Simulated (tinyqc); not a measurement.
The basis set: RHF and MP2 along a ladder of basis sets, for H2O, spin multiplicity 1. Computed by the program tinyqc with PySCF. 

Geometry (angstrom):
```
atom,x,y,z
O,0.0000,0.0000,0.0000
H,0.0000,0.7040,0.5650
H,0.0000,-0.7040,0.5650
```

Same geometry throughout; the dipole is taken about the origin.

RHF and frozen-core MP2 in a ladder of bases:
```
basis,functions,E(RHF) (hartree),E(MP2 corr) (hartree),HOMO (eV),LUMO (eV),dipole (debye)
sto-3g,7,-74.94645,-0.03144,-10.815,18.098,1.811
3-21g,13,-75.57504,-0.11700,-13.162,7.598,2.451
6-31g,13,-75.97669,-0.12286,-13.761,5.846,2.639
6-31g**,24,-76.01849,-0.19061,-13.653,6.159,2.166
cc-pvdz,24,-76.02208,-0.19799,-13.559,5.267,2.031
aug-cc-pvdz,41,-76.03713,-0.21475,-14.011,0.982,1.985
cc-pvtz,58,-76.05366,-0.25779,-13.877,3.997,2.010
```

From cc-pVDZ to cc-pVTZ the RHF energy falls by 31.6 mhartree and the correlation energy by 59.8. If valence correlation converges as X^-3, (27 E(T) - 8 E(D))/19 gives -0.2830 hartree, a rough estimate from such small X that usually falls short; STO-3G holds about 11 % of it. Beyond STO-3G the LUMO moves by 6.6 eV and the HOMO by 0.8 eV; diffuse functions lower the positive LUMO sharply, since an unbound virtual level tracks the most diffuse function.
